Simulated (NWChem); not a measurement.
The numbers come from NWChem runs, not from measurements. System: hydrogen cyanide (CHN), charge 0, spin multiplicity 1, at a geometry optimised with PBE/def2-SVP. Level: RHF/def2-TZVP.

The NWChem input:

```
start mol
memory heap 200 mb stack 800 mb global 1000 mb
geometry units angstroms nocenter noautoz
  C      0.000000     0.000000    -0.505970
  N      0.000000     0.000000     0.661277
  H      0.000000     0.000000    -1.593117
  symmetry group C2v
end
basis spherical
  * library def2-tzvp
end
scf
  rhf
  nopen 0
  maxiter 100
  thresh 1e-7
  semidirect memsize 60000000 filesize 0
end
task scf energy
```

NWChem printed:

```
             Northwest Computational Chemistry Package (NWChem) 7.3.0
             --------------------------------------------------------

                                NWChem Input Module
                                -------------------

 Scaling coordinates for geometry "geometry" by  1.889725989
 (inverse scale =  0.529177249)

 Turning off AUTOSYM since
 SYMMETRY directive was detected!

                             Geometry "geometry" -> ""
                             -------------------------

 Output coordinates in angstroms (scale by  1.889725989 to convert to a.u.)

  No.       Tag          Charge          X              Y              Z
 ---- ---------------- ---------- -------------- -------------- --------------
    1 C                    6.0000     0.00000000     0.00000000    -0.50597000
    2 N                    7.0000     0.00000000     0.00000000     0.66127700
    3 H                    1.0000     0.00000000     0.00000000    -1.59311700

 Effective nuclear repulsion energy (a.u.)      23.6045764770

            Nuclear Dipole moment (a.u.)
            ----------------------------
        X                 Y               Z
 ---------------- ---------------- ----------------
     0.0000000000     0.0000000000     0.0000037795

      Symmetry information
      --------------------

 Group name             C2v
 Group number             16
 Group order               4
 No. of unique centers     3

      Symmetry unique atoms

     1    2    3


 Summary of "ao basis" -> "" (spherical)
 ------------------------------------------------------------------------------
       Tag                 Description            Shells   Functions and Types
 ---------------- ------------------------------  ------  ---------------------
 *                         def2-tzvp                  on all atoms

 Summary of "ao basis" -> "ao basis" (spherical)
 ------------------------------------------------------------------------------
       Tag                 Description            Shells   Functions and Types
 ---------------- ------------------------------  ------  ---------------------
 C                         def2-tzvp                11       31   5s3p2d1f
 N                         def2-tzvp                11       31   5s3p2d1f
 H                         def2-tzvp                 4        6   3s1p

                                 NWChem SCF Module
                                 -----------------

  ao basis        = "ao basis"
  functions       =    68
  atoms           =     3
  closed shells   =     7
  open shells     =     0
  charge          =   0.00
  wavefunction    = RHF
  use symmetry    = T
  symmetry adapt  = T

 Summary of "ao basis" -> "ao basis" (spherical)
 ------------------------------------------------------------------------------
       Tag                 Description            Shells   Functions and Types
 ---------------- ------------------------------  ------  ---------------------
 C                         def2-tzvp                11       31   5s3p2d1f
 N                         def2-tzvp                11       31   5s3p2d1f
 H                         def2-tzvp                 4        6   3s1p

      Symmetry analysis of basis
      --------------------------

        a1         32
        a2          6
        b1         15
        b2         15

 Forming initial guess at       0.1s

      Superposition of Atomic Density Guess
      -------------------------------------

 Sum of atomic energies:         -92.48268922

      Non-variational initial energy
      ------------------------------

 Total energy =     -93.056860
 1-e energy   =    -170.836739
 2-e energy   =      54.175303
 HOMO         =      -0.447240
 LUMO         =       0.033183

      Symmetry analysis of molecular orbitals - initial
      -------------------------------------------------

 !! scf_movecs_sym_adapt:   42 vectors were symmetry contaminated

  Symmetry fudging

 !! scf_movecs_sym_adapt:   36 vectors were symmetry contaminated

  Numbering of irreducible representations:

     1 a1          2 a2          3 b1          4 b2

  Orbital symmetries:

     1 a1          2 a1          3 a1          4 a1          5 a1
     6 b1          7 b2          8 b2          9 b1         10 a1
    11 a1         12 b2         13 b1         14 a1         15 a1
    16 a1         17 b2

 Starting SCF solution at       0.5s

 ----------------------------------------------
         Quadratically convergent ROHF

 Convergence threshold     :          1.000E-07
 Maximum no. of iterations :          100
 Final Fock-matrix accuracy:          1.000E-09
 ----------------------------------------------

              iter       energy          gnorm     gmax       time
             ----- ------------------- --------- --------- --------
                 1      -92.8484459816  8.98D-01  3.82D-01      0.5
                 2      -92.9002836207  2.92D-01  9.41D-02      0.6
                 3      -92.9082130820  7.10D-03  3.42D-03      0.6
                 4      -92.9082184116  8.83D-06  2.36D-06      0.7
                 5      -92.9082184116  8.71D-09  3.34D-09      0.8

       Final RHF  results
       ------------------

         Total SCF energy =    -92.908218411562
      One-electron energy =   -172.018471573451
      Two-electron energy =     55.505676684847
 Nuclear repulsion energy =     23.604576477043

        Time for solution =      0.3s

       Symmetry analysis of molecular orbitals - final
       -----------------------------------------------

  Numbering of irreducible representations:

     1 a1          2 a2          3 b1          4 b2

  Orbital symmetries:

     1 a1          2 a1          3 a1          4 a1          5 a1
     6 b1          7 b2          8 a1          9 b1         10 b2
    11 a1         12 b1         13 b2         14 a1         15 a1
    16 a1         17 b1

             Final eigenvalues
             -----------------

              1
    1  -15.6037
    2  -11.2976
    3   -1.2294
    4   -0.8066
    5   -0.5818
    6   -0.4922
    7   -0.4922
    8    0.1451
    9    0.1509
   10    0.1509
   11    0.1901
   12    0.3488
   13    0.3488
   14    0.3726
   15    0.4902
   16    0.5131
   17    0.5934

                       ROHF Final Molecular Orbital Analysis
                       -------------------------------------

 Vector    5  Occ=2.000000D+00  E=-5.818300D-01  Symmetry=a1
              MO Center=  9.4D-17,  2.0D-16,  7.8D-01, r^2= 9.0D-01
   Bfn.  Coefficient  Atom+Function         Bfn.  Coefficient  Atom+Function
  ----- ------------  ---------------      ----- ------------  ---------------
    39      0.368317  2 N  pz                35      0.352761  2 N  s
    42      0.274652  2 N  pz                 8     -0.204019  1 C  pz
    36      0.188482  2 N  s                 34      0.178370  2 N  s
    45      0.151211  2 N  pz

 Vector    6  Occ=2.000000D+00  E=-4.921757D-01  Symmetry=b1
              MO Center= -3.1D-17, -2.7D-32,  1.3D-01, r^2= 1.1D+00
   Bfn.  Coefficient  Atom+Function         Bfn.  Coefficient  Atom+Function
  ----- ------------  ---------------      ----- ------------  ---------------
    37      0.308580  2 N  px                 6      0.281223  1 C  px
    40      0.282568  2 N  px                 9      0.260734  1 C  px

 Vector    7  Occ=2.000000D+00  E=-4.921757D-01  Symmetry=b2
              MO Center= -5.7D-33, -1.3D-16,  1.3D-01, r^2= 1.1D+00
   Bfn.  Coefficient  Atom+Function         Bfn.  Coefficient  Atom+Function
  ----- ------------  ---------------      ----- ------------  ---------------
    38      0.308580  2 N  py                 7      0.281223  1 C  py
    41      0.282568  2 N  py                10      0.260734  1 C  py

 Vector    8  Occ=0.000000D+00  E= 1.450769D-01  Symmetry=a1
              MO Center=  5.2D-19, -1.8D-19, -2.4D+00, r^2= 2.3D+00
   Bfn.  Coefficient  Atom+Function         Bfn.  Coefficient  Atom+Function
  ----- ------------  ---------------      ----- ------------  ---------------
    65      3.991764  3 H  s                 14      2.249462  1 C  pz
    36     -1.891322  2 N  s                  5     -1.565613  1 C  s
     4      0.804920  1 C  s                 64     -0.572659  3 H  s
    11      0.364036  1 C  pz                22      0.359544  1 C  d  0
    45      0.320221  2 N  pz                35     -0.308948  2 N  s

 Vector    9  Occ=0.000000D+00  E= 1.508998D-01  Symmetry=b1
              MO Center=  6.7D-16,  2.5D-31, -3.5D-01, r^2= 2.8D+00
   Bfn.  Coefficient  Atom+Function         Bfn.  Coefficient  Atom+Function
  ----- ------------  ---------------      ----- ------------  ---------------
    12      0.969063  1 C  px                43     -0.729693  2 N  px
    37     -0.274232  2 N  px                 6      0.208958  1 C  px
    40     -0.173900  2 N  px

 Vector   10  Occ=0.000000D+00  E= 1.508998D-01  Symmetry=b2
              MO Center= -3.7D-32, -9.9D-17, -3.5D-01, r^2= 2.8D+00
   Bfn.  Coefficient  Atom+Function         Bfn.  Coefficient  Atom+Function
  ----- ------------  ---------------      ----- ------------  ---------------
    13      0.969063  1 C  py                44     -0.729693  2 N  py
    38     -0.274232  2 N  py                 7      0.208958  1 C  py
    41     -0.173900  2 N  py

 center of mass
 --------------
 x =   0.00000000 y =   0.00000000 z =   0.11072721

 moments of inertia (a.u.)
 ------------------
          41.640671814790           0.000000000000           0.000000000000
           0.000000000000          41.640671814790           0.000000000000
           0.000000000000           0.000000000000           0.000000000000

  Mulliken analysis of the total density
  --------------------------------------

    Atom       Charge   Shell Charges
 -----------   ------   -------------------------------------------------------
    1 C    6     6.06   0.86  1.12  0.53  0.58  0.10  1.21  1.21  0.37  0.02  0.04  0.01
    2 N    7     7.18   0.82  1.15  0.60  0.89  0.28  1.34  1.44  0.60  0.01  0.05  0.00
    3 H    1     0.76   0.24  0.43  0.07  0.02

       Multipole analysis of the density wrt the origin
       ------------------------------------------------

     L   x y z        total         open         nuclear
     -   - - -        -----         ----         -------
     0   0 0 0     -0.000000      0.000000     14.000000

     1   1 0 0     -0.000000      0.000000      0.000000
     1   0 1 0     -0.000000      0.000000      0.000000
     1   0 0 1     -1.308748      0.000000      0.000004

     2   2 0 0     -8.945811      0.000000      0.000000
     2   1 1 0     -0.000000      0.000000      0.000000
     2   1 0 1      0.000000      0.000000      0.000000
     2   0 2 0     -8.945811      0.000000      0.000000
     2   0 1 1      0.000000      0.000000      0.000000
     2   0 0 2     -7.014054      0.000000     25.479781

 Task  times  cpu:        0.8s     wall:        0.8s

 Total times  cpu:        0.8s     wall:        0.8s
```
